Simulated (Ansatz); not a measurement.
Consider the silylene loss: `[MgH][O][SiH3]` → `[OH][MgH]` + `[SiH2]`.

Isolated molecules relaxed with PBE0-D4/def2-TZVP in Ansatz; ΔE leaves out vibrations. CCSD(T)/CBS adds triple-zeta CCSD(T) − MP2 to the extrapolated MP2 energy (def2 sets, frozen cores). This one scheme is used for every species. DFT in def2-TZVPP. B3LYP here is the variant with VWN-RPA as its local correlation; programs differ in this. For Mg outer-core shells are correlated without core-valence functions, which leaves a few kJ/mol of doubt a bond.

`[MgH][O][SiH3]`:

```xyz
7

Mg   -1.279    1.747    0.365
O    -0.233    0.320    0.065
Si    0.705   -0.963   -0.201
H    -2.262    3.089    0.646
H     1.624   -1.216    0.948
H    -0.106   -2.200   -0.405
H     1.551   -0.778   -1.418
```

`[OH][MgH]`:

```xyz
4

O    -0.867    0.542   -0.301
Mg    0.564   -0.353    0.196
H    -1.637    1.024   -0.567
H     1.940   -1.213    0.672
```

`[SiH2]`:

Cartesian coordinates in Å:
```
Si -0.508 0.493 -0.073
H -0.470 -0.924 0.488
H 0.978 0.431 -0.415
```

```
             level  ΔE (kJ/mol)  difference from CCSD(T)/CBS
          B3LYP-D4        352.8                         -5.2
           ωB97M-V        350.6                         -7.4
          PBE-QIDH        373.7                         15.7
            revPBE        327.8                        -30.2
              BLYP        327.3                        -30.7
            r2SCAN        374.5                         16.5
             B3LYP        343.8                        -14.2
           r2SCANh        375.6                         17.6
         CAM-B3LYP        357.8                         -0.2
           LC-ωPBE        369.3                         11.3
RPA@PBE/def2-TZVPP        338.2                        -19.8
      MP2/def2-SVP        362.0                          4.0
     HF/def2-TZVPP        359.0                          1.0
    MP2/def2-TZVPP        373.2                         15.2
      HF/CBS(def2)        362.1                          4.1
     MP2/CBS(def2)        377.9                         19.9
       CCSD(T)/CBS        358.0                            0
```

(1) What do rigid-rotor, harmonic-oscillator terms from PBE0-D4/def2-TZVP frequencies (298.15 K, 1 bar) make of the CCSD(T)/CBS value? (An estimate is asked.)

Largest T1 diagnostic among the species: 0.014.

Answers

(1) Ansatz gave: ΔZPE = -14.8 kJ/mol, ΔH = +350.3 kJ/mol, ΔS = 158 J/(mol·K), ΔG = +303.3 kJ/mol.

At CCSD(T), def2-SVP lies −17.5 kJ/mol from the extrapolated value and def2-TZVPP −4.7 kJ/mol. The D4 term adds +9.0 kJ/mol with B3LYP and +4.8 kJ/mol with PBE0; it sums over pairs of atoms, weighted by their polarisabilities, and B3LYP, whose exchange is more repulsive, gets the larger term. From PBE to PBE0 (25 % exact exchange), in def2-TZVPP and without D4, ΔE moves by +14.1 kJ/mol.
